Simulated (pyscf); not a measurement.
**Hydrogen abstraction: H₂N–Si(Cl)(Cl)–Cl + amino radical (NH₂•) -> •HN–Si(Cl)(Cl)–Cl + ammonia (NH₃)**

Gas phase, doublet surface, charge 0. Bonds broken: N1–H6. Bonds formed: H6–N8. Optimised with ωB97X-D3(BJ)/def2-SVP in PySCF.

Transition state (Å):

```xyz
10

N      0.1517     0.4551     0.4265
Si    -1.1564    -0.6017     0.7336
Cl    -1.4659    -2.0156    -0.7295
Cl    -2.8709     0.5072     0.8576
Cl    -0.8701    -1.5992     2.4896
H     -0.0609     1.2684    -0.5846
H      1.0307    -0.0163     0.1928
N     -0.5396     1.4488    -1.6486
H     -0.3751     0.6191    -2.2284
H     -1.5534     1.4796    -1.4889
```

One imaginary mode, 1647i cm⁻¹; descent along it reached the two sides named, in the forms told below.

```
bond   change  reactant side (Å)  saddle  product side
-----  ------  -----------------  ------  ------------
N1–H6  breaks              1.016   1.315         2.165
H6–N8   forms              2.307   1.181         1.020
```

Electronic energies relative to the separated reactants (kJ/mol):

```tsv
level	barrier	reaction energy	reverse barrier
ωB97X-D3(BJ)/def2-TZVP	42.2	+23.8	18.4
PBE/def2-TZVP	-3.8	+12.5	-16.3
r²SCAN/def2-TZVP	13.6	+20.0	-6.4
B3LYP-D3(BJ)/def2-TZVP	21.7	+20.3	1.4
PBE0-D3(BJ)/def2-TZVP	22.2	+21.7	0.5
M06-2X/def2-TZVP	42.8	+24.6	18.2
ωB97M-D3(BJ)/def2-TZVP	42.2	+22.7	19.5
HF/def2-TZVP	148.5	+30.6	117.9
```

With ωB97M-D3(BJ)/def2-TZVP energies and thermal terms (ideal gas, 1 atm, RRHO with modes under 100 cm⁻¹ raised to 100, one conformer, R ln 2 for rigid chiral ones), in kJ/mol:

```
T (K)   ΔH‡    ΔG‡     ΔH     ΔG
-----  ----  -----  -----  -----
298    39.2   85.7  +27.4  +27.6
600    39.2  133.0  +26.1  +28.3
900    41.6  179.5  +25.3  +29.5
1200   44.7  225.0  +24.8  +31.1
```

On the reactant side the descent ends in a complex, 26.9 kJ/mol under the separated species and 69.1 kJ/mol under the saddle at ωB97X-D3(BJ)/def2-TZVP. At PBE the saddle lies under the separated reactants, which points to a path from their complex (located at ωB97X-D3(BJ) alone). At PBE, r²SCAN the saddle lies under the separated products, which points to a path from their complex (located at ωB97X-D3(BJ) alone), and parting the products costs more than the saddle. This is the saddle that the search found; another between the same sides may lie lower. The angle at the transferred H is 149°.
